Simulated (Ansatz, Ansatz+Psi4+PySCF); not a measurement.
| atom | x (Å) | y (Å) | z (Å) |
| --- | --- | --- | --- |
| C | 0.0000 | 0.0000 | 0.0000 |
| H | 0.6176 | 0.6176 | 0.6176 |
| H | -0.6176 | -0.6176 | 0.6176 |
| H | 0.6176 | -0.6176 | -0.6176 |
| H | -0.6176 | 0.6176 | -0.6176 |

Basis set: cc-pVTZ (spherical functions). Frozen core: 1 orbital. Charge 0, multiplicity 1.

Computed with Ansatz (development build ahead of 0.2.0); each method stands on the lowest determinant of its kind that the runs found. Restricted open shells among the atoms or ions are ROHF, correlated in semicanonical orbitals with singles.

(1) Give the atomization energy at this shape (free ground-state atoms in the same class of orbitals less the molecule, no zero-point energy) of singlet CH₄ by RHF-CCSD(T), RHF-MP2, RHF.

Answers

(1)

```json
{"method": "RHF-CCSD(T)", "atomization energy": "17.88 eV"}
{"method": "RHF-MP2", "atomization energy": "17.78 eV"}
{"method": "RHF", "atomization energy": "14.34 eV"}
```
